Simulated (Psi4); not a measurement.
Computed with SAPT0/jun-cc-pVDZ, frozen core in Psi4.

Psi4 input:

```
molecule {
0 1
C 0.64471867 -0.11287305 0.10116702
C -0.64471389 0.11288846 -0.10116992
H 1.01749313 -1.09738454 0.35669682
H 1.38115773 0.67740030 0.01965375
H -1.38112306 -0.67741298 -0.01964274
H -1.01753258 1.09738181 -0.35670493
--
0 1
C 0.50002928 -0.98956243 -3.60874505
O 0.02509272 -1.97288472 -2.69989012
H -0.15817932 -0.11473360 -3.65281310
H 1.51506330 -0.65681148 -3.36484643
H 0.51894424 -1.45426767 -4.59346469
H -0.00293214 -1.58997851 -1.81771453
units angstrom
symmetry c1
no_reorient
no_com
}
set basis jun-cc-pvdz
set scf_type df
set freeze_core true
energy('sapt0')
```

Part of the output:

```
    SAPT Results
  --------------------------------------------------------------------------------------------------------
    Electrostatics                 -5.70019943 [mEh]      -3.57692914 [kcal/mol]     -14.96587153 [kJ/mol]
      Elst10,r                     -5.70019943 [mEh]      -3.57692914 [kcal/mol]     -14.96587153 [kJ/mol]

    Exchange                        7.84673028 [mEh]       4.92389759 [kcal/mol]      20.60158752 [kJ/mol]
      Exch10                        7.84673028 [mEh]       4.92389759 [kcal/mol]      20.60158752 [kJ/mol]
      Exch10(S^2)                   7.79863609 [mEh]       4.89371803 [kcal/mol]      20.47531624 [kJ/mol]

    Induction                      -1.71371382 [mEh]      -1.07537166 [kcal/mol]      -4.49935501 [kJ/mol]
      Ind20,r                      -3.87110495 [mEh]      -2.42915503 [kcal/mol]     -10.16358466 [kJ/mol]
      Exch-Ind20,r                  2.92069682 [mEh]       1.83276493 [kcal/mol]       7.66828845 [kJ/mol]
      delta HF,r (2)               -0.76330569 [mEh]      -0.47898155 [kcal/mol]      -2.00405881 [kJ/mol]

    Dispersion                     -3.12591351 [mEh]      -1.96154034 [kcal/mol]      -8.20708478 [kJ/mol]
      Disp20                       -3.72609552 [mEh]      -2.33816024 [kcal/mol]      -9.78286244 [kJ/mol]
      Exch-Disp20                   0.60018201 [mEh]       0.37661990 [kcal/mol]       1.57577766 [kJ/mol]
      Disp20 (SS)                  -1.86304776 [mEh]      -1.16908012 [kcal/mol]      -4.89143122 [kJ/mol]
      Disp20 (OS)                  -1.86304776 [mEh]      -1.16908012 [kcal/mol]      -4.89143122 [kJ/mol]
      Exch-Disp20 (SS)              0.35337545 [mEh]       0.22174644 [kcal/mol]       0.92778711 [kJ/mol]
      Exch-Disp20 (OS)              0.24680657 [mEh]       0.15487346 [kcal/mol]       0.64799055 [kJ/mol]

  Total HF                          0.43281704 [mEh]       0.27159679 [kcal/mol]       1.13636097 [kJ/mol]
  Total SAPT0                      -2.69309647 [mEh]      -1.68994355 [kcal/mol]      -7.07072381 [kJ/mol]
```
